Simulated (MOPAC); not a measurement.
MOPAC input (PM6):

```
PM6 1SCF UHF MS=0.5 GEO-OK AUX(PRECISION=9) THREADS=1
C3H5O

O    -0.30458721 1    0.19762960 1    1.31889288 1
C    -0.03243289 1    0.06952811 1    0.12404499 1
C     0.06384060 1    1.22182198 1   -0.72543176 1
C     0.20799554 1   -1.29522990 1   -0.48804874 1
H     0.10765842 1   -2.06113252 1    0.27710537 1
H    -0.10669852 1    2.19920992 1   -0.29602167 1
H     0.30111069 1    1.13922735 1   -1.77801202 1
H     1.20692602 1   -1.34813023 1   -0.92741048 1
H    -0.50871857 1   -1.48693247 1   -1.29019125 1
```

Question: What heat of formation does the run end on, and which ionisation energy by Koopmans theorem?

Answer: -16.25 kcal/mol; 10.18 eV.
